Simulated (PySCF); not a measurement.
# CH2O3, a complex of two parts: interaction energy

The task here is to estimate one member of a computed series from the others.

Computed with PySCF 2.14.0; each step states its level. No surroundings beyond the atoms listed, unless a continuum is named. Atoms count from 0, parts from 1.

## The system as given

6 atoms, charge 0, multiplicity 1; geometry: GFN2-xTB. Parts: 1 = atoms 0–2, `O=C=O`, charge 0; 2 = atoms 3–5, `O`, charge 0.

The first run:

What the job is given:

```
{"job": {"xc": "PBE0", "basis": "def2-TZVPD", "d3": "d3bj", "grid": 3, "kind": "geom", "shake": 0.01}, "charge": 0, "multiplicity": 1, "parts": [{"atoms": "0-2", "charge": 0, "multiplicity": 1}, {"atoms": "3-5", "charge": 0, "multiplicity": 1}]}
O     -1.120867    -0.057110     0.345846
C     -0.040987    -0.027961     0.048422
O      1.059560    -0.055834    -0.212844
O     -0.354293     1.947516    -1.708170
H     -1.144342     2.497568    -1.917055
H      0.365973     2.314910    -2.170069
```

The run is started by

```console
$ OMP_NUM_THREADS=1 python cluster_run.py task.json out
```

This one command runs all jobs of the session in turn.

Among the steps run: Optimising the geometry at PBE0-D3(BJ)/def2-TZVPD; Coupled-cluster interaction energy: CCSD(T) and MP2, 2.83 Å; Coupled-cluster interaction energy: CCSD(T) and MP2, 2.97 Å; Coupled-cluster interaction energy: CCSD(T) and MP2, 3.11 Å; Coupled-cluster interaction energy: CCSD(T) and MP2, 2.68 Å; Coupled-cluster interaction energy: CCSD(T) and MP2, 3.53 Å; Coupled-cluster interaction energy: CCSD(T) and MP2, 2.54 Å; Coupled-cluster interaction energy: CCSD(T) and MP2, 4.24 Å; Coupled-cluster interaction energy: CCSD(T) and MP2, 5.65 Å.

One of the session's tables, all rows but one given; the rest of the session is left out.

It belongs to the step «Coupled-cluster interaction energy: CCSD(T) and MP2, 5.65 Å». 

| method | interaction energy (kcal/mol) |
| --- | --- |
| HF/aug-cc-pVDZ | -0.251 |
| MP2/aug-cc-pVDZ | -0.217 |
| CCSD/aug-cc-pVDZ | -0.228 |
| CCSD(T)/aug-cc-pVDZ | -0.224 |
| HF/aug-cc-pVQZ | -0.244 |
| MP2/aug-cc-pVQZ | -0.211 |
| SCS-MP2/aug-cc-pVQZ | -0.209 |
| MP2, extrapolated | -0.213 |
| CCSD(T), limit estimate | ? |

Estimate the missing values for CCSD(T), limit estimate.

**Answer.** interaction energy (kcal/mol): -0.220. In the column «interaction energy (kcal/mol)» it lies between CCSD(T)/aug-cc-pVDZ (-0.224) and MP2/aug-cc-pVDZ (-0.217).
